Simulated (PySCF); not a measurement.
**How the method moves the HOMO and LUMO of `[C-]#[N+]CCC`**

Compound: C4H7N.
Geometry (PBE0-D3(BJ)/def2-SVP, Å), atoms numbered from 1 in this order:
```
atom  x, y, z in Å
C1     2.325    1.070    1.125
N2     1.677    0.209    0.660
C3     0.853   -0.791    0.092
C4    -0.308   -0.204   -0.705
C5    -1.254    0.642    0.129
H6     0.475   -1.428    0.909
H7     1.480   -1.429   -0.552
H8    -0.848   -1.050   -1.162
H9     0.104    0.390   -1.538
H10   -0.729    1.499    0.578
H11   -2.076    1.037   -0.485
H12   -1.700    0.056    0.948
```

Basis pcSseg-2 throughout (PySCF), one geometry. The structure is a single PBE0-D3(BJ)/def2-SVP conformer in the gas phase; no vibrational or solvent corrections.

Question: How do the orbital energies, the gap and the dipole change with the method?

Answer: 
```json
{"method": "BLYP", "kind": "GGA", "HOMO (eV)": "-6.95", "LUMO (eV)": "-0.61", "gap (eV)": "6.33", "μ (D)": "4.00", "SCF cycles": "14"}
{"method": "OPBE", "kind": "GGA", "HOMO (eV)": "-7.00", "LUMO (eV)": "-0.56", "gap (eV)": "6.44", "μ (D)": "3.99", "SCF cycles": "14"}
{"method": "PBE", "kind": "GGA", "HOMO (eV)": "-7.02", "LUMO (eV)": "-0.66", "gap (eV)": "6.36", "μ (D)": "4.04", "SCF cycles": "14"}
{"method": "LDA", "kind": "LDA", "HOMO (eV)": "-7.05", "LUMO (eV)": "-0.83", "gap (eV)": "6.22", "μ (D)": "4.15", "SCF cycles": "14"}
{"method": "B97-D", "kind": "GGA", "HOMO (eV)": "-7.08", "LUMO (eV)": "-0.55", "gap (eV)": "6.53", "μ (D)": "3.96", "SCF cycles": "14"}
{"method": "BP86", "kind": "GGA", "HOMO (eV)": "-7.15", "LUMO (eV)": "-0.65", "gap (eV)": "6.50", "μ (D)": "4.03", "SCF cycles": "14"}
{"method": "KT2", "kind": "GGA", "HOMO (eV)": "-7.28", "LUMO (eV)": "-0.60", "gap (eV)": "6.68", "μ (D)": "3.88", "SCF cycles": "14"}
{"method": "KT3", "kind": "GGA", "HOMO (eV)": "-7.29", "LUMO (eV)": "-0.72", "gap (eV)": "6.57", "μ (D)": "3.84", "SCF cycles": "14"}
{"method": "B97-2", "kind": "global hybrid", "HOMO (eV)": "-8.39", "LUMO (eV)": "0.21", "gap (eV)": "8.60", "μ (D)": "3.91", "SCF cycles": "13"}
{"method": "B3LYP", "kind": "global hybrid", "HOMO (eV)": "-8.41", "LUMO (eV)": "-0.09", "gap (eV)": "8.32", "μ (D)": "3.93", "SCF cycles": "14"}
{"method": "PBE0", "kind": "global hybrid", "HOMO (eV)": "-8.65", "LUMO (eV)": "0.21", "gap (eV)": "8.86", "μ (D)": "3.95", "SCF cycles": "14"}
{"method": "mPW1PW91", "kind": "global hybrid", "HOMO (eV)": "-8.70", "LUMO (eV)": "0.18", "gap (eV)": "8.87", "μ (D)": "3.93", "SCF cycles": "14"}
{"method": "CAM-B3LYP", "kind": "range-separated hybrid", "HOMO (eV)": "-10.22", "LUMO (eV)": "0.94", "gap (eV)": "11.16", "μ (D)": "3.92", "SCF cycles": "12"}
{"method": "BHandHLYP", "kind": "global hybrid", "HOMO (eV)": "-10.25", "LUMO (eV)": "0.80", "gap (eV)": "11.05", "μ (D)": "3.81", "SCF cycles": "12"}
{"method": "wB97X-D", "kind": "range-separated hybrid", "HOMO (eV)": "-10.70", "LUMO (eV)": "1.93", "gap (eV)": "12.64", "μ (D)": "3.94", "SCF cycles": "13"}
{"method": "LC-wPBE", "kind": "range-separated hybrid", "HOMO (eV)": "-11.69", "LUMO (eV)": "2.08", "gap (eV)": "13.77", "μ (D)": "3.93", "SCF cycles": "15"}
{"method": "HF", "kind": "Hartree–Fock", "HOMO (eV)": "-12.46", "LUMO (eV)": "2.46", "gap (eV)": "14.92", "μ (D)": "3.64", "SCF cycles": "10"}
```

The HOMO spans 5.52 eV, from BLYP down to HF, and the gap runs from 6.22 eV (LDA) to 14.92 eV (HF). Over the methods BLYP (0 %), OPBE (0 %), PBE (0 %), LDA (0 %), B97-D (0 %), BP86 (0 %), KT2 (0 %), KT3 (0 %), B97-2 (21 %), B3LYP (20 %), PBE0 (25 %), mPW1PW91 (25 %), BHandHLYP (50 %), HF (100 %), a straight line through the gap against the share of exact exchange rises by 0.86 eV for each 10 % (correlation coefficient 0.997). The dipole ranges from 3.64 D (HF) to 4.15 D (LDA). This basis has no diffuse functions.

The vertical ΔSCF ionisation energy at B3LYP/def2-SVPD is 11.04 eV; −ε(HOMO) comes closest to it with wB97X-D (10.70 eV).
